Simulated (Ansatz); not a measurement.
# CH4O: the cost of one run

Computed with Ansatz 0.2.0 (the levels named in each step, unless a step's input says otherwise).

### Step 1. The starting structure

Bond lengths: C1–O2 1.406 Å, C1–H3 1.095 Å, C1–H4 1.089 Å, C1–H5 1.096 Å, O2–H6 0.963 Å. Angles: C1–O2–H6 109.0°, O2–C1–H3 111.7°, O2–C1–H4 106.5°, O2–C1–H5 111.7°, H3–C1–H4 109.0°, H3–C1–H5 109.0°, H4–C1–H5 108.9°.

As a file:

```xyz
6

C    -0.6632    0.2072    0.1950
O     0.6079   -0.2335   -0.2149
H    -0.7990    0.1015    1.2768
H    -1.3887   -0.4232   -0.3159
H    -0.8395    1.2517   -0.0855
H     1.2805    0.3079    0.2112
```

### Step 2. A rough first relaxation, PBE-D4/def2-SVP

This run stands in another session on the same molecule. It ended at:

```xyz
6

C    -0.6434    0.2042    0.1910
O     0.6265   -0.2458   -0.2286
H    -0.8153    0.1032    1.2916
H    -1.4038   -0.4247   -0.3158
H    -0.8586    1.2661   -0.0866
H     1.2925    0.3087    0.2151
```

### Step 3. Relaxation, PBE0-D4/def2-TZVPP

This run stands in another session on the same molecule. It ended at:

```xyz
6

C    -0.6560    0.2077    0.1941
O     0.6167   -0.2334   -0.2189
H    -0.8044    0.1020    1.2752
H    -1.3912   -0.4186   -0.3106
H    -0.8481    1.2501   -0.0858
H     1.2809    0.3039    0.2127
```

### Step 4. Relaxation, CCSD(T)/cc-pV(T+d)Z

The input, input.yaml:

```yaml
crystal:
  periodic: [false, false, false]
  atoms:
    - { symbol: C, position_ang: [-0.65600712, 0.20773468, 0.1941322] }
    - { symbol: O, position_ang: [0.61674655, -0.23338589, -0.21889247] }
    - { symbol: H, position_ang: [-0.80439144, 0.10196004, 1.27516943] }
    - { symbol: H, position_ang: [-1.3911904, -0.41860808, -0.31064472] }
    - { symbol: H, position_ang: [-0.84811802, 1.25011779, -0.0858252] }
    - { symbol: H, position_ang: [1.28092044, 0.30385145, 0.21273077] }
basis:
  gaussian: { orbitals: "cc-pV(T+d)Z.json" }
correlation:
  method: ccsd_t
relax:
  f_tol: 0.002
  max_steps: 40
```

Command:

```console
ansatz run input.yaml --threads 4 --pin off --max-ram 10240MiB --backend cpu --events-out ev --progress --plain --runs-dir out
```

**Question.** How long does this run take on 4 threads of Intel Xeon Platinum 8488C (Sapphire Rapids), shared host, and how much memory does it need?

About 50 s, with a peak of 0.92 GiB.
